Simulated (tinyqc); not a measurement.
Starting guesses with DIIS over 6 matrices: SCF starting guesses in the sto-6g basis, for H2O, spin multiplicity 1. Computed by the program tinyqc with PySCF. RHF with one setting changed at a time; a run stops when the energy changes by less than 1e-09 hartree and the error matrix is below 1e-5. Starts: the lowest orbitals of the core Hamiltonian, of the Wolfsberg-Helmholz matrix (K = 1.75), projected atomic densities, random orbitals, and the highest orbitals of the core Hamiltonian (a deliberately bad start).

Geometry (angstrom):
```
atom,x,y,z
O,0.0000,0.0000,0.0000
H,0.0000,0.9080,0.6030
H,0.0000,-0.8710,0.5790
```

lowest restricted solution found by these runs and by PySCF = -75.659336 hartree

Largest element of the error matrix X^T (FDS - SDF) X:
```
iteration,core,Wolfsberg-Helmholz,atomic densities,random,highest core orbitals
1,6.2e-01,4.6e-01,1.1e+00,8.9e+00,3.7e-01
2,1.9e-01,1.2e-01,2.0e-01,4.9e-01,6.6e-01
3,3.9e-02,3.5e-02,2.6e-02,1.4e-01,6.6e-01
4,7.2e-03,6.6e-03,5.4e-03,6.9e-02,6.6e-01
5,2.2e-03,2.2e-03,2.5e-04,1.5e-02,6.6e-01
6,1.4e-04,4.1e-05,6.5e-05,2.1e-03,6.2e-01
8,1.0e-06,6.4e-07,2.3e-07,6.6e-05,4.6e-02
10,-,-,-,3.0e-06,6.1e-03
14,-,-,-,-,3.0e-06
```

How each run ends:
```
run,iterations,E (hartree),state
core,8,-75.65934,lowest found
Wolfsberg-Helmholz,8,-75.65934,lowest found
atomic densities,8,-75.65934,lowest found
random,10,-75.65934,lowest found
highest core orbitals,14,-75.65934,lowest found
```

What does the comparison show, and why?

5 of 5 runs reach the lowest restricted solution found, in 8 to 14 iterations (fastest: core, Wolfsberg-Helmholz, atomic densities). The first errors are 6e-01, 5e-01, 1e+00, 9e+00, 4e-01; the deliberately bad start has the smallest one, so a small first error does not mark a good start.
